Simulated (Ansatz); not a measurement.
A run of Ansatz (development build ahead of 0.2.0) on singlet CO₂ at this shape:

```xyz
3

O    -0.0010   -0.0085   -1.1645
C     0.0030    0.0056    0.0077
O    -0.0069    0.0005    1.1521
```

Its results:

```json
{
  "Converged": "yes",
  "Reference energy": "-185.06327 hartree",
  "Correlation energy": "-0.19817 hartree",
  "Total energy": "-185.26145 hartree",
  "Spin squared of the determinant": "0.000"
}
```

Problem. Which input gives this output? Name the method, the orbitals and the basis set, and write the input.

Solution. RHF-MP2 in STO-3G. An unrestricted run that stays on the closed shell gives the same numbers.

```yaml
crystal:
  periodic: [false, false, false]
  atoms:
    - { symbol: O, position_ang: [-0.00105, -0.00849, -1.16449] }
    - { symbol: C, position_ang: [0.00304, 0.00564, 0.00768] }
    - { symbol: O, position_ang: [-0.00687, 0.00054, 1.15206] }
basis:
  gaussian: { orbitals: STO-3G }
hamiltonian:
  xc: hf
correlation:
  method: mp2
  frozen_orbitals: { C: 1, O: 1 }
```
